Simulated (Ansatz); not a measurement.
**C$_{4}$H$_{9}$, doublet: reading a ladder of total energies**

Geometry: MP2(full)/6-31G*, from the G2/97 set.

```csv
atom,x (Å),y (Å),z (Å)
C,0.0000,0.0000,0.1784
C,0.0000,1.4782,-0.0344
C,1.2801,-0.7391,-0.0344
C,-1.2801,-0.7391,-0.0344
H,0.0000,1.7315,-1.1073
H,-0.8870,1.9458,0.4041
H,0.8870,1.9458,0.4041
H,1.4995,-0.8657,-1.1073
H,2.1286,-0.2047,0.4041
H,1.2416,-1.7411,0.4041
H,-1.4995,-0.8657,-1.1073
H,-1.2416,-1.7411,0.4041
H,-2.1286,-0.2047,0.4041
```

Basis 6-31G; Ansatz 0.2.0. Correlated methods freeze the noble-gas cores, which leaves 25 electrons in 50 orbitals. R marks a restricted (for open shells ROHF) determinant, U an unrestricted one.

Full CI isn't at hand for all of this; UCCSDT(Q) serves as the reference, and is uncertain by about the last step of the cluster series.

Runs differ by some tens of microhartree through their thresholds and, for an open shell, their frozen cores, so steps under 0.03 kcal/mol mean nothing.

| level | total energy (hartree) |
| --- | --- |
| UHF | -156.613601 |
| UMP2 | -156.961213 |
| UCCSD | -157.015476 |
| UCCSD(T) | -157.024157 |
| UCCSDT | -157.024987 |
| UCCSDT(Q) | -157.025459 |

**Question.** What is the correlation energy at UCCSDT(Q), and what share of it do UMP2 and UCCSDT recover?

**Answer.** E(corr) = -157.025459 − (-156.613601) = -0.411858 hartree = -11.207 eV. UMP2: -0.347612 / -0.411858 = 84.40 %. UCCSDT: -0.411386 / -0.411858 = 99.89 %.

**Question.** By how many kcal/mol does UCCSD(T) miss UCCSDT(Q) (1 hartree = 627.509 kcal/mol), and which steps make up the rest?

**Answer.** -157.024157 − (-157.025459) = 0.001302 hartree = 0.82 kcal/mol. Steps: UCCSDT − UCCSD(T) = -0.52, UCCSDT(Q) − UCCSDT = -0.30 kcal/mol. Differences between like states or geometries often cancel part of this.
